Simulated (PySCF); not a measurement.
PySCF input:

```python
from pyscf import gto, scf, mp, cc as ccmod

mol = gto.M(
    atom='''
    C    -0.01391223    1.10555582    0.01242075
    S     0.00131840   -0.69162862   -0.00793970
    H     1.03361851    1.42417014    0.04011488
    H    -0.50619286    1.49393861    0.90330915
    H    -0.46504668    1.51461421   -0.89091335
    ''',
    basis='cc-pvdz',
    charge=0,
    spin=1,
    verbose=4,
)

mf = scf.UHF(mol)
mf.conv_tol = 1e-10
mf.max_cycle = 100
mf.kernel()
mo, _, stable, _ = mf.stability(return_status=True)
if not stable:
    mf.kernel(mf.make_rdm1(mo, mf.mo_occ))
mp2 = mp.MP2(mf, frozen=6).run()
cc = ccmod.CCSD(mf, frozen=6)
cc.max_cycle = 100
cc.kernel()
et = cc.ccsd_t()
print(f'E(CCSD(T)) = {cc.e_tot + et:.9f}')
```

Question: What final total energy does it print?

Answer: -437.41902 Eh (CCSD(T)/cc-pVDZ).

It need not be the lowest isomer of its formula.
